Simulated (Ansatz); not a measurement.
# A ladder of methods for AlH2O2 (SMILES [OH][Al][OH])

AlH2O2 has 5 atoms, charge 0, and is taken as a doublet. As SMILES, `[OH][Al][OH]`. The coordinates come from a PBE0-D4/def2-TZVP relaxation. This is one conformer, not always the lowest.

```tsv
atom	x (Å)	y (Å)	z (Å)
O	-1.5735	-0.3246	-0.2375
Al	0.0185	-0.8251	0.0650
O	1.2494	0.3483	0.1600
H	-1.8097	0.5958	-0.3592
H	2.1651	0.1318	0.3304
```

Quantity: the energy change with the O3–H5 bond stretched from 0.956 to 1.912 Å, in eV. The values are calculated.

| level | kind | program | value (eV) | CPU time (all runs) |
| --- | --- | --- | --- | --- |
| USVWN5/STO-3G | LDA | Ansatz | 4.31 | 3.7 s |
| U-revPBE/STO-3G | GGA | Ansatz | 3.79 | 8.1 s |
| U-r2SCAN/STO-3G | meta-GGA | Ansatz | 4.04 | 23 s |
| UBHLYP/STO-3G | global hybrid | Ansatz | 4.30 | 10 s |
| UPBE0/STO-3G | global hybrid | Ansatz | 4.29 | 9.9 s |
| U-wB97M-V/STO-3G | range-separated hybrid | Ansatz | 4.58 | 96 s |
| UHSE06/STO-3G | range-separated hybrid | Ansatz | 4.29 | 12 s |
| RPA@PBE/STO-3G | RPA | Ansatz | 3.80 | 10 s |
| UMP2/STO-3G | perturbation theory | Ansatz | 3.92 | 0.8 s |
| UCCSDT/STO-3G | coupled cluster or CI | Ansatz | 3.56 | 5.7 s |

The first shape isn't each level's own minimum. The values span 3.56 to 4.58 eV. Spin contamination of the reference (⟨S²⟩ at least 0.1 too high) touches USVWN5/STO-3G, U-revPBE/STO-3G, U-r2SCAN/STO-3G, UBHLYP/STO-3G, UPBE0/STO-3G, U-wB97M-V/STO-3G, UHSE06/STO-3G, RPA@PBE/STO-3G, UMP2/STO-3G, UCCSDT/STO-3G. The coupled-cluster rows rest on a doubtful reference here (large T1 or Brueckner and Hartree–Fock orbitals at odds), and rows may lie in different states. All rows use very small basis sets, so none should be taken for the real molecule's value. CPU times are rough (shared hosts, several kinds of processor and program).
